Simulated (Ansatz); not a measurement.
# AlBH5Si with multiplicity 2: rotation by 120° about the Al2–Si3 bond, part 2 of 2

How high is the barrier for the rotation by 120° about the Al2–Si3 bond? Relax the two ends, then run a nudged elastic band between them. SMILES of the start: [BH][AlH][SiH3].

Ansatz 0.2.0; UKS PBE/def2-SVP. Earlier steps stand in the parts before.

## 6. Frequencies at the highest image

The geometry is the highest inner image of the first converged band.

input.yaml reads:

```yaml
crystal:
  periodic: [false, false, false]
  atoms:
    - { symbol: B, position_ang: [-1.950758, 0.798581, -1.127038] }
    - { symbol: Al, position_ang: [0.066122, 0.752941, -0.848152] }
    - { symbol: Si, position_ang: [0.871794, -0.746165, 0.943236] }
    - { symbol: H, position_ang: [-3.15789, 0.786067, -1.227988] }
    - { symbol: H, position_ang: [1.029508, 1.649535, -1.762544] }
    - { symbol: H, position_ang: [0.265433, -0.385391, 2.277694] }
    - { symbol: H, position_ang: [2.371668, -0.674356, 1.089478] }
    - { symbol: H, position_ang: [0.504112, -2.181215, 0.655314] }
magnetization:
  spin_polarized: true
  initial_magnetization: 1
basis:
  gaussian: { orbitals: def2-SVP }
hamiltonian:
  xc: pbe
phonons: {}
```

Launch:

```bash
$ ansatz run input.yaml --threads 2 --pin off --max-ram 3072MiB --backend cpu --events-out ev --progress --plain --runs-dir out
```

The log of the run, cut to the lines that bear on the results:

```text
Warning: RAYON_NUM_THREADS=2 ignored (pool sized by the plan → 2); use --threads N
[...]
Functional definition: PBE
[...]
833 factors; their error is unknown
[...]
mean field -15214.45667925 eV, -559.1209702334 hartree, gradient 9.6e-6 eV, S^2 0.754133; 3 other end points of the search recorded, 0 dependent functions left out
[...]
reference -15214.45672069 eV, -559.1209717562 hartree; 19, 18 occupied and 56, 57 virtual orbitals, 833 factors
[...]
833 factors; their error is unknown
[...]
mean field -15214.45657735 eV, -559.1209664884 hartree, gradient 2.3e-6 eV, S^2 0.754143; 0 other end points of the search recorded, 0 dependent functions left out
[...]
reference -15214.45661878 eV, -559.1209680109 hartree; 19, 18 occupied and 56, 57 virtual orbitals, 833 factors
[...]
833 factors; their error is unknown
mean field -15214.45655337 eV, -559.1209656072 hartree, gradient 2.3e-6 eV, S^2 0.754123; 0 other end points of the search recorded, 0 dependent functions left out
[...]
WARN: phonons: modes at or below zero, which the zero-point energy, F, S and C_V leave out: 1, the lowest at -57.82 cm⁻¹. A minimum has none, and a first-order saddle one
[...]
Total energy: -15214.45672069 eV, -559.1209717562 hartree
Atom 0 at    -1.950758     0.798581    -1.127038 Å, force     0.004730     0.003295     0.011048 eV/Å
Atom 1 at     0.066122     0.752941    -0.848152 Å, force    -0.007281     0.001656    -0.000493 eV/Å
Atom 2 at     0.871794    -0.746165     0.943236 Å, force    -0.014938     0.022713    -0.010745 eV/Å
Atom 3 at    -3.157890     0.786067    -1.227988 Å, force     0.002946    -0.002507    -0.005863 eV/Å
Atom 4 at     1.029508     1.649535    -1.762544 Å, force     0.004215     0.006111    -0.009402 eV/Å
Atom 5 at     0.265433    -0.385391     2.277694 Å, force     0.002619    -0.012892     0.000221 eV/Å
Atom 6 at     2.371668    -0.674356     1.089478 Å, force    -0.001060    -0.008416     0.000344 eV/Å
Atom 7 at     0.504112    -2.181215     0.655314 Å, force     0.008769    -0.009959     0.014891 eV/Å
Dipole moment:    -0.182126     0.031926    -0.054967 e Å
Vibrations: -57.82 92.81 291.53 362.36 375.73 388.15 444.24 522.32 653.58 686.57 815.48 900.41 901.85 1859.44 2133.93 2146.31 2150.38 2634.45 cm⁻¹, zero-point energy 1.076155 eV
```

It took 44 s on 2 threads of Arm Neoverse V1, shared host; peak memory 0.15 GiB.

Of 18 modes, 1 is imaginary by more than 30 cm⁻¹ (58i cm⁻¹).

## 7. Another band, settings changed

crystal.atoms is end A as relaxed above, and neb.final_atoms is end B, turned to lie on A. With 8 inner images the band has 10 in all. The start path is listed, through a guess of the saddle.

input.yaml reads:

```yaml
crystal:
  periodic: [false, false, false]
  atoms:
    - { symbol: B, position_ang: [-1.874877, 0.627549, -1.328027] }
    - { symbol: Al, position_ang: [0.016988, 0.946813, -0.651614] }
    - { symbol: Si, position_ang: [0.84723, -0.757735, 0.928146] }
    - { symbol: H, position_ang: [-3.003464, 0.362069, -1.679423] }
    - { symbol: H, position_ang: [0.876214, 2.21591, -1.120568] }
    - { symbol: H, position_ang: [1.17602, -0.13587, 2.265525] }
    - { symbol: H, position_ang: [2.11373, -1.39859, 0.411063] }
    - { symbol: H, position_ang: [-0.151852, -1.860147, 1.174898] }
magnetization:
  spin_polarized: true
  initial_magnetization: 1
basis:
  gaussian: { orbitals: def2-SVP }
hamiltonian:
  xc: pbe
neb:
  order_check: false
  images: 8
  f_tol: 0.03
  max_iterations: 60
  climbing: false
  final_atoms:
    - { symbol: B, position_ang: [-1.93155818, 0.98794693, -0.98051458] }
    - { symbol: Al, position_ang: [0.06950013, 0.62091308, -0.96646637] }
    - { symbol: Si, position_ang: [0.84648129, -0.75882936, 0.92663799] }
    - { symbol: H, position_ang: [-3.12948494, 1.15636586, -0.9108895] }
    - { symbol: H, position_ang: [1.04086258, 1.19543156, -2.10466048] }
    - { symbol: H, position_ang: [-0.27518643, -1.1765404, 1.84421988] }
    - { symbol: H, position_ang: [1.85893114, -0.00827643, 1.75992053] }
    - { symbol: H, position_ang: [1.5204434, -2.01701224, 0.43175253] }
  initial_path:
    images:
      - { positions_ang: [[-1.874877, 0.627549, -1.328027], [0.016988, 0.946813, -0.651614], [0.84723, -0.757735, 0.928146], [-3.003464, 0.362069, -1.679423], [0.876214, 2.21591, -1.120568], [1.17602, -0.13587, 2.265525], [2.11373, -1.39859, 0.411063], [-0.151852, -1.860147, 1.174898]] }
      - { positions_ang: [[-1.9181866, 0.71798527, -1.30409674], [-0.01831612, 0.87153656, -0.68293098], [0.86181105, -0.74633603, 0.9366028], [-3.05253306, 0.53725013, -1.60148855], [0.89214997, 1.98041973, -1.27296272], [0.97758847, -0.26394964, 2.27511941], [2.16191405, -1.17167028, 0.59811716], [0.09556123, -1.92523675, 1.05163962]] }
      - { positions_ang: [[-1.96149619, 0.80842155, -1.28016647], [-0.05362025, 0.79626012, -0.71424795], [0.87639209, -0.73493705, 0.94505959], [-3.10160211, 0.71243126, -1.5235541], [0.90808594, 1.74492947, -1.42535745], [0.77915695, -0.39202928, 2.28471383], [2.2100981, -0.94475055, 0.78517133], [0.34297447, -1.9903265, 0.92838123]] }
      - { positions_ang: [[-2.00480579, 0.89885782, -1.25623621], [-0.08892437, 0.72098367, -0.74556493], [0.89097314, -0.72353808, 0.95351639], [-3.15067117, 0.88761238, -1.44561966], [0.92402192, 1.5094392, -1.57775217], [0.58072542, -0.52010892, 2.29430824], [2.25828215, -0.71783083, 0.97222549], [0.5903877, -2.05541626, 0.80512285]] }
      - { positions_ang: [[-2.04811539, 0.9892941, -1.23230594], [-0.1242285, 0.64570723, -0.7768819], [0.90555419, -0.7121391, 0.96197318], [-3.19974022, 1.06279351, -1.36768521], [0.93995789, 1.27394894, -1.7301469], [0.3822939, -0.64818856, 2.30390266], [2.3064662, -0.4909111, 1.15927965], [0.83780093, -2.12050601, 0.68186446]] }
      - { positions_ang: [[-2.0544133, 1.02933831, -1.19369345], [-0.11839382, 0.60949613, -0.8118655], [0.905471, -0.7122607, 0.96180562], [-3.21374255, 1.15104872, -1.2822926], [0.95825218, 1.16056244, -1.83949051], [0.22104874, -0.76381861, 2.25709098], [2.27815522, -0.33643182, 1.30915271], [1.02361153, -2.13793548, 0.59929274]] }
      - { positions_ang: [[-2.02369952, 1.01899047, -1.14039873], [-0.07142033, 0.61235037, -0.85051572], [0.89072357, -0.72390286, 0.95301372], [-3.19267815, 1.15237801, -1.18944182], [0.97890478, 1.16927972, -1.905783], [0.09698995, -0.86699906, 2.1538732], [2.1733492, -0.25439297, 1.42184467], [1.1478195, -2.10770467, 0.55740769]] }
      - { positions_ang: [[-1.99298574, 1.00864262, -1.08710402], [-0.02444684, 0.6152046, -0.88916593], [0.87597614, -0.73554503, 0.94422181], [-3.17161374, 1.15370729, -1.09659105], [0.99955738, 1.177997, -1.97207549], [-0.02706885, -0.97017951, 2.05065543], [2.06854318, -0.17235412, 1.53453662], [1.27202747, -2.07747386, 0.51552263]] }
      - { positions_ang: [[-1.96227196, 0.99829477, -1.0338093], [0.02252664, 0.61805884, -0.92781615], [0.86122872, -0.74718719, 0.9354299], [-3.15054934, 1.15503658, -1.00374027], [1.02020998, 1.18671428, -2.03836799], [-0.15112764, -1.07335995, 1.94743766], [1.96373716, -0.09031528, 1.64722858], [1.39623543, -2.04724305, 0.47363758]] }
      - { positions_ang: [[-1.93155818, 0.98794693, -0.98051458], [0.06950013, 0.62091308, -0.96646637], [0.84648129, -0.75882936, 0.92663799], [-3.12948494, 1.15636586, -0.9108895], [1.04086258, 1.19543156, -2.10466048], [-0.27518643, -1.1765404, 1.84421988], [1.85893114, -0.00827643, 1.75992053], [1.5204434, -2.01701224, 0.43175253]] }
```

Launch:

```bash
$ ansatz run input.yaml --threads 2 --pin off --max-ram 3072MiB --backend cpu --events-out ev --progress --plain --runs-dir out
```

The log of the run, cut to the lines that bear on the results:

```text
Warning: RAYON_NUM_THREADS=2 ignored (pool sized by the plan → 2); use --threads N
[...]
[... 1 set-up line as earlier in the session ...]
[...]
833 factors; their error is unknown
[...]
mean field -15214.47192284 eV, -559.1215304249 hartree, gradient 9.3e-6 eV, S^2 0.754103; 3 other end points of the search recorded, 0 dependent functions left out
[...]
reference -15214.47196363 eV, -559.1215319238 hartree; 19, 18 occupied and 56, 57 virtual orbitals, 833 factors
833 factors; their error is unknown
[...]
mean field -15214.47194153 eV, -559.1215311119 hartree, gradient 9.2e-6 eV, S^2 0.754105; 2 other end points of the search recorded, 0 dependent functions left out
[...]
reference -15214.47198302 eV, -559.1215326364 hartree; 19, 18 occupied and 56, 57 virtual orbitals, 833 factors
NEB end point (image 0): max|allowed force component| = 1.151e-2 eV/Å (the criterion of neb.relax_end_points is 1.000e-2)
[...]
NEB iter   7: max|band force component| = 2.952e-2 eV/Å  barrier→ = 0.0149 eV  barrier← = 0.0149 eV  Δτ_max = 0.0000 Å  (624 SCF iters)
Total energy: -15214.45708415 eV, -559.1209851131 hartree
Atom 0 at    -1.951804     0.779304    -1.154050 Å, force     0.004636     0.001218     0.010710 eV/Å
Atom 1 at     0.057561     0.775032    -0.822439 Å, force     0.003036    -0.006712     0.008884 eV/Å
Atom 2 at     0.874867    -0.754965     0.940105 Å, force    -0.029526     0.026599    -0.017208 eV/Å
Atom 3 at    -3.154607     0.743230    -1.292659 Å, force     0.001116    -0.004581    -0.005425 eV/Å
Atom 4 at     1.013204     1.736550    -1.677972 Å, force     0.002916     0.005298    -0.005135 eV/Å
Atom 5 at     0.367262    -0.340089     2.299942 Å, force     0.004831    -0.002247     0.003563 eV/Å
Atom 6 at     2.381479    -0.767746     1.000915 Å, force     0.012608    -0.004792     0.001213 eV/Å
Atom 7 at     0.412027    -2.171317     0.706159 Å, force     0.000382    -0.014783     0.003399 eV/Å
Dipole moment:    -0.183835     0.027486    -0.060324 e Å
this run last wrote the band of iteration 7 to <dir>
```

It took 1.8 min on 2 threads of Arm Neoverse V1, shared host; peak memory 0.16 GiB.

## 8. Images and barrier

The 8 inner images lie between the fixed ends 0 and 9. Energy is taken from image 0, and the path length is the program's own coordinate along the band.

```
image  path (Å)  energy (eV)  dihedral B1–Al2–Si3–H8 (°)  band force (eV/Å)
    0     0.000       0.0000                           1                  -
    1     0.448       0.0020                          15              0.008
    2     0.896       0.0065                          28              0.017
    3     1.344       0.0116                          41              0.015
    4     1.791       0.0149                          54              0.030
    5     2.239       0.0146                          67              0.027
    6     2.687       0.0110                          81              0.028
    7     3.135       0.0058                          94              0.022
    8     3.583       0.0015                         107              0.012
    9     4.031       0.0000                         121                  -
```

image, energy (eV) and a bar:
```
        0      0.000 
        1      0.002 ####
        2      0.007 #############
        3      0.012 #######################
        4      0.015 ##############################
        5      0.015 #############################
        6      0.011 ######################
        7      0.006 ############
        8      0.002 ###
        9      0.000
```

## 9. Results

The summary covers parts 1 to 2.

| quantity | value |
| --- | --- |
| end A | 13 moves, 0.211 eV lower |
| end B | 14 moves, 0.186 eV lower |
| first band: barrier forwards | 0.015 eV |
| first band: barrier backwards | 0.015 eV |
| first band: second end relative to first | 0.000 eV |
| first band: highest image | 3 of 0 to 6, climbing |
| first band: band iterations | 8 |
| imaginary modes at the top | 58i cm⁻¹ |
| second band | top 0.015 eV above image 0, 7 iterations, 8 inner images, none climbing |
| time, first and second band | 78 s and 1.8 min |

In the first band: the top lies 0.015 eV above the first end, or 0.6 kT at room temperature. The two ends lie within 1 meV of each other. The listed dihedral goes from 1° at end A through 61° at the highest image to 121° at end B. One imaginary mode, as a first-order saddle point has. The second band's top agrees with the first's to 1 meV, so the changed settings hardly move the height. These are electronic energies, with no zero-point or thermal terms.
